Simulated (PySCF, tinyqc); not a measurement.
CCSD on RHF in the sto-6g basis, frozen core, for LiH, spin multiplicity 1, step by step. The lowest restricted solution is unstable here: a spin-polarised one lies 0.0165 hartree lower (PySCF). Computed by tinyqc, a small Python program that keeps every step (integrals from PySCF). Settings: charge = 0, multiplicity = 1, basis = sto-6g, method = RHF, frozen orbitals = 1, energy threshold = 1e-10, iteration cap = 84, orthogonalisation = canonical, start = core, DIIS depth = 6, amplitude equations = CCSD, DIIS depth for amplitudes = 4, cap on updates = 58. Command: `OMP_NUM_THREADS=1 python tinyqc.py 28234 28235 out.jsonl` (the two numbers bound the seeds that draw the settings). One thread of a shared host (Intel(R) Xeon(R) Processor @ 2.60GHz), about 0.3 s of CPU time with the checks. The early iterations of the SCF are left out here.

## One-electron integrals

Geometry (angstrom):
```
atom        x        y        z
Li    0.00000  0.00000  0.00000
H     0.00000  0.00000  2.37700
```

Basis sto-6g: exponents (1/bohr^2) and contraction coefficients of normalised primitives:
```
element  l (shell)   exponent  coefficient
Li           s (1)  167.17585      0.00916
Li           s (1)   30.65151      0.04936
Li           s (1)    8.57519      0.16854
Li           s (1)    2.94581      0.37056
Li           s (1)    1.14394      0.41649
Li           s (1)    0.47114      0.13033
Li           s (2)    6.59756     -0.01325
Li           s (2)    1.30583     -0.04699
Li           s (2)    0.40585     -0.03379
Li           s (2)    0.15615      0.25024
Li           s (2)    0.06781      0.59512
Li           s (2)    0.03108      0.24071
Li           p (3)    6.59756      0.00376
Li           p (3)    1.30583      0.03768
Li           p (3)    0.40585      0.17390
Li           p (3)    0.15615      0.41804
Li           p (3)    0.06781      0.42586
Li           p (3)    0.03108      0.10171
H            s (1)   35.52322      0.00916
H            s (1)    6.51314      0.04936
H            s (1)    1.82214      0.16854
H            s (1)    0.62596      0.37056
H            s (1)    0.24308      0.41649
H            s (1)    0.10011      0.13033
```

Overlap, kinetic and nuclear-attraction integrals over the contracted functions; the nuclear repulsion is the sum of Za Zb / Rab.

nuclear repulsion = 0.6678720 hartree

overlap S, order 1Li 1s, 1Li 2s, 1Li 2px, 1Li 2py, 1Li 2pz, 2H 1s:
```
[[1.00000, 0.23574, 0.00000, 0.00000, 0.00000, 0.01233],
 [0.23574, 1.00000, 0.00000, 0.00000, 0.00000, 0.22277],
 [0.00000, 0.00000, 1.00000, 0.00000, 0.00000, 0.00000],
 [0.00000, 0.00000, 0.00000, 1.00000, 0.00000, 0.00000],
 [0.00000, 0.00000, 0.00000, 0.00000, 1.00000, 0.32600],
 [0.01233, 0.22277, 0.00000, 0.00000, 0.32600, 1.00000]]
```

kinetic energy T (hartree), order 1Li 1s, 1Li 2s, 1Li 2px, 1Li 2py, 1Li 2pz, 2H 1s:
```
[[3.61674, -0.11072, 0.00000, 0.00000, 0.00000, -0.00539],
 [-0.11072, 0.10652, 0.00000, 0.00000, 0.00000, 0.00711],
 [0.00000, 0.00000, 0.32001, 0.00000, 0.00000, 0.00000],
 [0.00000, 0.00000, 0.00000, 0.32001, 0.00000, 0.00000],
 [0.00000, 0.00000, 0.00000, 0.00000, 0.32001, 0.03491],
 [-0.00539, 0.00711, 0.00000, 0.00000, 0.03491, 0.76852]]
```

nuclear attraction V (hartree), order 1Li 1s, 1Li 2s, 1Li 2px, 1Li 2py, 1Li 2pz, 2H 1s:
```
[[-8.28977, -0.88084, 0.00000, 0.00000, -0.00771, -0.04734],
 [-0.88084, -1.41681, 0.00000, 0.00000, -0.07884, -0.33192],
 [0.00000, 0.00000, -1.39756, 0.00000, 0.00000, 0.00000],
 [0.00000, 0.00000, 0.00000, -1.39756, 0.00000, 0.00000],
 [-0.00771, -0.07884, 0.00000, 0.00000, -1.45518, -0.49130],
 [-0.04734, -0.33192, 0.00000, 0.00000, -0.49130, -1.90737]]
```

core Hamiltonian H = T + V (hartree), order 1Li 1s, 1Li 2s, 1Li 2px, 1Li 2py, 1Li 2pz, 2H 1s:
```
[[-4.67303, -0.99157, 0.00000, 0.00000, -0.00771, -0.05273],
 [-0.99157, -1.31029, 0.00000, 0.00000, -0.07884, -0.32481],
 [0.00000, 0.00000, -1.07755, 0.00000, 0.00000, 0.00000],
 [0.00000, 0.00000, 0.00000, -1.07755, 0.00000, 0.00000],
 [-0.00771, -0.07884, 0.00000, 0.00000, -1.13517, -0.45638],
 [-0.05273, -0.32481, 0.00000, 0.00000, -0.45638, -1.13885]]
```

## Two-electron integrals

Functions are numbered as in S; the eight-fold symmetry (ij|kl) = (ji|kl) = (kl|ij) leaves the list below.

Two-electron integrals (ij|kl) in chemists' order, unique and non-zero (hartree):
```
(11|11) 1.68125   (21|11) 0.24260   (21|21) 0.04451   (22|11) 0.39719
(22|21) 0.09028   (22|22) 0.29062   (31|31) 0.00944   (32|31) 0.01426
(32|32) 0.06424   (33|11) 0.39719   (33|21) 0.09028   (33|22) 0.29062
(33|33) 0.31312   (41|41) 0.00944   (42|41) 0.01426   (42|42) 0.06424
(43|43) 0.01688   (44|11) 0.39719   (44|21) 0.09028   (44|22) 0.29062
(44|33) 0.27937   (44|44) 0.31312   (51|51) 0.00944   (52|51) 0.01426
(52|52) 0.06424   (53|53) 0.01688   (54|54) 0.01688   (55|11) 0.39719
(55|21) 0.09028   (55|22) 0.29062   (55|33) 0.27937   (55|44) 0.27937
(55|55) 0.31312   (61|11) 0.01225   (61|21) 0.00222   (61|22) 0.00464
(61|33) 0.00457   (61|44) 0.00457   (61|51) 0.00030   (61|52) 0.00064
(61|55) 0.00477   (61|61) 0.00012   (62|11) 0.06254   (62|21) 0.01458
(62|22) 0.05448   (62|33) 0.05131   (62|44) 0.05131   (62|51) 0.00227
(62|52) 0.01700   (62|55) 0.06082   (62|61) 0.00091   (62|62) 0.02191
(63|31) 0.00081   (63|32) 0.00457   (63|53) 0.00209   (63|63) 0.00101
(64|41) 0.00081   (64|42) 0.00457   (64|54) 0.00209   (64|64) 0.00101
(65|11) 0.08695   (65|21) 0.02039   (65|22) 0.07796   (65|33) 0.07267
(65|44) 0.07267   (65|51) 0.00354   (65|52) 0.02656   (65|55) 0.08854
(65|61) 0.00130   (65|62) 0.03365   (65|65) 0.05195   (66|11) 0.22259
(66|21) 0.05246   (66|22) 0.21427   (66|33) 0.19734   (66|44) 0.19734
(66|51) 0.00768   (66|52) 0.07466   (66|55) 0.24814   (66|61) 0.00331
(66|62) 0.11668   (66|65) 0.18364   (66|66) 0.77500
```

## Orthogonalisation

S = U s U^T; canonical form X = U s^(-1/2), so that X^T S X = 1. Each column of U has its largest component positive (the first on a tie).

eigenvalues of S: [0.58199, 0.81357, 1.00000, 1.00000, 1.17753, 1.42692]

X, order 1Li 1s, 1Li 2s, 1Li 2px, 1Li 2py, 1Li 2pz, 2H 1s:
```
[[0.34065, 0.73282, 0.00000, 0.00000, 0.58900, 0.24699],
 [-0.64885, -0.56366, 0.00000, 0.00000, 0.45710, 0.41897],
 [0.00000, 0.00000, 0.89669, -0.44266, 0.00000, 0.00000],
 [0.00000, 0.00000, 0.44266, 0.89669, 0.00000, 0.00000],
 [-0.66838, 0.53118, 0.00000, 0.00000, -0.47569, 0.41353],
 [0.85701, -0.30377, 0.00000, 0.00000, -0.25904, 0.54154]]
```

Within a degenerate level the vectors are fixed only up to a rotation; this is one choice.

## Starting guess

The start is the orbitals of the core Hamiltonian; D = 2 C_occ C_occ^T.

D at the start, order 1Li 1s, 1Li 2s, 1Li 2px, 1Li 2py, 1Li 2pz, 2H 1s:
```
[[2.06327, -0.22525, 0.00000, 0.00000, -0.13477, -0.08754],
 [-0.22525, 0.73650, 0.00000, 0.00000, 0.63200, 0.46547],
 [0.00000, 0.00000, 0.00000, 0.00000, 0.00000, 0.00000],
 [0.00000, 0.00000, 0.00000, 0.00000, 0.00000, 0.00000],
 [-0.13477, 0.63200, 0.00000, 0.00000, 0.54405, 0.40103],
 [-0.08754, 0.46547, 0.00000, 0.00000, 0.40103, 0.29568]]
```

## Iteration 8 (converged): orbitals

converged F (hartree), order 1Li 1s, 1Li 2s, 1Li 2px, 1Li 2py, 1Li 2pz, 2H 1s:
```
[[-2.41164, -0.62142, 0.00000, 0.00000, 0.01290, -0.03338],
 [-0.62142, -0.18772, 0.00000, 0.00000, -0.05075, -0.17509],
 [0.00000, 0.00000, 0.15601, 0.00000, 0.00000, 0.00000],
 [0.00000, 0.00000, 0.00000, 0.15601, 0.00000, 0.00000],
 [0.01290, -0.05075, 0.00000, 0.00000, 0.07133, -0.17627],
 [-0.03338, -0.17509, 0.00000, 0.00000, -0.17627, -0.06831]]
```

Diagonalise F' = X^T F X, C = X C', fill 2 alpha and 2 beta electrons from the bottom; D = 2 C_occ C_occ^T. Each column has its largest component positive (the first on a tie).

F' = X^T F X (hartree):
```
[[0.22479, -0.35251, 0.00000, 0.00000, -0.32754, -0.17812],
 [-0.35251, -0.77535, 0.00000, 0.00000, -1.03437, -0.42699],
 [0.00000, 0.00000, 0.15601, 0.00000, 0.00000, 0.00000],
 [0.00000, 0.00000, 0.00000, 0.15601, 0.00000, 0.00000],
 [-0.32754, -1.03437, 0.00000, 0.00000, -1.17588, -0.58116],
 [-0.17812, -0.42699, 0.00000, 0.00000, -0.58116, -0.49880]]
```

orbital energies (hartree): [-2.41293, -0.21870, 0.06712, 0.15601, 0.15601, 0.33928]

coefficients C, order 1Li 1s, 1Li 2s, 1Li 2px, 1Li 2py, 1Li 2pz, 2H 1s:
```
[[0.99419, -0.13869, -0.20620, 0.00000, 0.00000, 0.10403],
 [0.02355, 0.50749, 0.80284, 0.00000, 0.00000, -0.46961],
 [0.00000, 0.00000, 0.00000, -0.58712, 0.80950, 0.00000],
 [0.00000, 0.00000, 0.00000, 0.80950, 0.58712, 0.00000],
 [-0.00445, 0.31986, -0.57631, 0.00000, 0.00000, -0.83168],
 [-0.00094, 0.62139, -0.23127, 0.00000, 0.00000, 0.86458]]
```

D after iteration 8, order 1Li 1s, 1Li 2s, 1Li 2px, 1Li 2py, 1Li 2pz, 2H 1s:
```
[[2.01530, -0.09395, 0.00000, 0.00000, -0.09757, -0.17423],
 [-0.09395, 0.51619, 0.00000, 0.00000, 0.32444, 0.63065],
 [0.00000, 0.00000, 0.00000, 0.00000, 0.00000, 0.00000],
 [0.00000, 0.00000, 0.00000, 0.00000, 0.00000, 0.00000],
 [-0.09757, 0.32444, 0.00000, 0.00000, 0.20467, 0.39753],
 [-0.17423, 0.63065, 0.00000, 0.00000, 0.39753, 0.77226]]
```

Within a degenerate level the vectors are fixed only up to a rotation; this is one choice.

## Convergence

Stop when the energy changes by less than 1e-10 hartree and every element of the error matrix X^T (F D S - S D F) X is below 3e-06.

Course of the cycle:
```
iteration  E (hartree)     change  largest element of the error matrix
1           -7.7961856          -                             2.13e-01
2           -7.8740976  -7.79e-02                             1.79e-02
3           -7.8751085  -1.01e-03                             6.93e-03
4           -7.8753186  -2.10e-04                             3.12e-03
5           -7.8753880  -6.93e-05                             1.05e-04
6           -7.8753880  -2.00e-08                             1.77e-05
7           -7.8753880  -2.21e-09                             1.54e-07
8           -7.8753880  -1.74e-13                             4.19e-09
```

PySCF RHF in the same basis = -7.8753880 hartree

Converged in 8 iterations.

## Populations, bond orders and dipole

Mulliken: Z minus the diagonal of D S on the atom; Loewdin: the same with S^(1/2) D S^(1/2); Mayer order: 2 sum_s sum (D(s) S)_ij (D(s) S)_ji over the two atoms.

Charges (e):
```
atom  Mulliken   Loewdin
1Li    0.04019   0.03647
2H    -0.04019  -0.03647
```

Mayer bond orders:
```
pair    order
2-1   0.99838
```

dipole moment about the origin, x y z (debye): [0.00000, 0.00000, -5.27932]

## Integrals over molecular orbitals

(pq|rs) = sum C_ip C_jq C_kr C_ls (ij|kl), one index at a time.

one-electron integrals over orbitals h = C^T H C (hartree):
```
[[-4.66588, 0.09525, 0.16261, 0.00000, 0.00000, -0.05450],
 [0.09525, -1.24574, 0.00065, 0.00000, 0.00000, 0.06171],
 [0.16261, 0.00065, -1.08784, 0.00000, 0.00000, 0.01903],
 [0.00000, 0.00000, 0.00000, -1.07755, 0.00000, 0.00000],
 [0.00000, 0.00000, 0.00000, 0.00000, -1.07755, 0.00000],
 [-0.05450, 0.06171, 0.01903, 0.00000, 0.00000, -1.02878]]
```

Two-electron integrals over orbitals (pq|rs), unique and non-zero (hartree); the lowest 1 orbital is frozen and left out:
```
(22|22) 0.43958    (32|22) -0.06405   (32|32) 0.02611    (33|22) 0.21026
(33|32) 0.01695    (33|33) 0.32386    (42|42) 0.02041    (43|42) 0.02087
(43|43) 0.04168    (44|22) 0.23502    (44|32) 0.01814    (44|33) 0.27842
(44|44) 0.31312    (52|52) 0.02041    (53|52) 0.02087    (53|53) 0.04168
(54|54) 0.01688    (55|22) 0.23502    (55|32) 0.01814    (55|33) 0.27842
(55|44) 0.27937    (55|55) 0.31312    (62|22) 0.10630    (62|32) -0.05008
(62|33) -0.01858   (62|44) -0.04282   (62|55) -0.04282   (62|62) 0.13380
(63|22) -0.06204   (63|32) 0.02157    (63|33) 0.03731    (63|44) 0.01067
(63|55) 0.01067    (63|62) -0.04239   (63|63) 0.03449    (64|42) -0.01759
(64|43) -0.01110   (64|64) 0.01873    (65|52) -0.01759   (65|53) -0.01110
(65|65) 0.01873    (66|22) 0.40721    (66|32) -0.04900   (66|33) 0.23863
(66|44) 0.25496    (66|55) 0.25496    (66|62) 0.08291    (66|63) -0.04607
(66|66) 0.39910
```

## CCSD: starting amplitudes

t_ij^ab = <ij||ab> / (e_i + e_j - e_a - e_b), whose energy is MP2.

Starting amplitudes (spin orbitals 1a, 1b, ...; amplitudes related by a flip of all spins are not repeated):
```
from      to         t
2a 2b  6a 6b  -0.11990
2a 2b  3a 6b   0.05935
2a 2b  3a 3b  -0.04567
2a 2b  4a 4b  -0.02723
2a 2b  5a 5b  -0.02723
```

correlation energy = -0.0242919 hartree

## CCSD: amplitude update 1

t_i^a D_i^a and t_ij^ab D_ij^ab are set to the remaining terms of the spin-orbital equations, evaluated with the old amplitudes; for the doubles these are <ij||ab> + 1/2 <ab||ef> t_ij^ef + 1/2 <mn||ij> t_mn^ab + P(ij)P(ab) <mb||ej> t_im^ae + terms in t^2 + terms with t1, D the orbital-energy denominators.

Amplitudes after update 1 (spin orbitals 1a, 1b, ...; amplitudes related by a flip of all spins are not repeated):
```
from      to         t
2a 2b  6a 6b  -0.17408
2a 2b  3a 6b   0.09241
2a 2b  3a 3b  -0.05767
2a 2b  4a 4b  -0.02377
2a 2b  5a 5b  -0.02377
2a        3a   0.02059
2a        6a  -0.00207
```

correlation energy = -0.0350083 hartree

## CCSD: amplitude update 2

As before.

Amplitudes after update 2 (spin orbitals 1a, 1b, ...; amplitudes related by a flip of all spins are not repeated):
```
from      to         t
2a 2b  6a 6b  -0.19653
2a 2b  3a 6b   0.11037
2a 2b  3a 3b  -0.07313
2a        3a   0.03586
2a 2b  5a 5b  -0.02121
2a 2b  4a 4b  -0.02121
2a        6a  -0.00104
```

correlation energy = -0.0400891 hartree

## CCSD: amplitude update 3

t_i^a D_i^a and t_ij^ab D_ij^ab are set to the remaining terms of the spin-orbital equations, evaluated with the old amplitudes; for the doubles these are <ij||ab> + 1/2 <ab||ef> t_ij^ef + 1/2 <mn||ij> t_mn^ab + P(ij)P(ab) <mb||ej> t_im^ae + terms in t^2 + terms with t1, D the orbital-energy denominators. DIIS then mixes the stored amplitudes.

DIIS coefficients: [-1.02797, 2.02797]

Amplitudes after update 3 (spin orbitals 1a, 1b, ...; amplitudes related by a flip of all spins are not repeated):
```
from      to         t
2a 2b  6a 6b  -0.21325
2a 2b  3a 6b   0.13247
2a 2b  3a 3b  -0.09452
2a        3a   0.06221
2a 2b  5a 5b  -0.01803
2a 2b  4a 4b  -0.01803
2a        6a   0.00283
```

correlation energy = -0.0449217 hartree

## CCSD: convergence

E_corr = 1/4 sum <ij||ab> t_ij^ab + 1/2 sum <ij||ab> t_i^a t_j^b; stop when the norm of the change is below 1e-8.

Course of the amplitude iterations:
```
update  correlation energy (hartree)  norm of the change
0                         -0.0242919                   -
1                         -0.0350083            1.48e-01
2                         -0.0400891            7.79e-02
3                         -0.0449217            4.51e-02
4                         -0.0452646            1.99e-02
5                         -0.0454889            7.33e-03
6                         -0.0455788            1.76e-03
7                         -0.0455870            4.17e-04
8                         -0.0455826            4.00e-05
9                         -0.0455827            7.43e-06
10                        -0.0455827            4.24e-07
11                        -0.0455827            1.35e-07
12                        -0.0455827            1.07e-07
13                        -0.0455827            5.96e-09
```

Converged amplitudes (spin orbitals 1a, 1b, ...; amplitudes related by a flip of all spins are not repeated):
```
from      to         t
2a 2b  6a 6b  -0.20130
2a 2b  3a 6b   0.14800
2a 2b  3a 3b  -0.12386
2a        3a   0.09971
2a 2b  5a 5b  -0.01859
2a 2b  4a 4b  -0.01859
2a        6a   0.01072
```

CCSD total energy = -7.9209707 hartree

T1 diagnostic, norm of the one-spin t1 over sqrt(correlated electrons) = 0.07091

Converged in 13 updates, with DIIS from the third.
